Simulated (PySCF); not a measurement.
**How well do the runs reproduce experiment for nitric acid?**

**What was measured.**

From NIST CCCBDB Release 22 (SRD 101), experimental dipoles, for the gas: dipole moment (microwave Stark effect) 2.17 D.

How close the calculation comes is told at the end.

Nitric acid, HNO3.
Atom-mapped SMILES: `[O:1]=[N+:2]([O-:3])[OH:4]` (hydrogens: H5 on O4)

Geometry (PBE0-D3(BJ)/def2-SVP, Å), atoms numbered from 1 in this order:
```
atom  x, y, z in Å
O1    -0.3201    1.1715   -0.4019
N2    -0.3687    0.1292    0.1914
O3    -1.1675   -0.2665    0.9743
O4     0.6567   -0.7534   -0.0684
H5     1.2077   -0.2807   -0.7146
```

Runs made with PySCF (gas phase, on this PBE0-D3(BJ)/def2-SVP geometry; no spin–orbit coupling):

| level | job | basis functions | wall time |
| --- | --- | --- | --- |
| PBE0-D3(BJ)/def2-SVP, grid level 1 | geometry optimisation from a GFN2-xTB start | 61 | 5.9 s |
| CAM-B3LYP/pcSseg-2 | shieldings | 158 | 5.1 s |
| PBE0/pcSseg-1 | shieldings, charges and field gradients | 73 | 1.8 s |
| CAM-B3LYP/def2-SVPD | 10 singlets by full TDDFT, 4 Tamm–Dancoff triplets, polarisability, ΔSCF ions | 97 | 14 s |
| B3LYP/pcJ-1 | spin–spin couplings from 5 perturbed nuclei | 118 | 3.0 s |

Hardware: one thread, x86-64 server, no GPU, shared host.

**Comparison with experiment**

**Dipole moment.** Measured: 2.17 D (NIST CCCBDB Release 22 (SRD 101), experimental dipoles).

```tsv
level	computed (D)	computed − measured (D)	% (from the printed values)
PBE0-D3(BJ)/def2-SVP	2.46	+0.29	+13
CAM-B3LYP/pcSseg-2	2.51	+0.34	+16
PBE0/pcSseg-1	2.48	+0.31	+14
CAM-B3LYP/def2-SVPD	2.47	+0.30	+14
B3LYP/pcJ-1	2.49	+0.32	+15
```

Closest is PBE0-D3(BJ)/def2-SVP (+0.29 D), furthest CAM-B3LYP/pcSseg-2 (+0.34 D); one molecule doesn't rank methods. All 5 levels lie above the measurement. The computed dipoles belong to one fixed geometry; measured ones are averaged over vibrations unless marked μe. Magnitudes are compared, not signs.

The geometry is computed, not the measured one. Where a level misses, the cause wasn't examined.
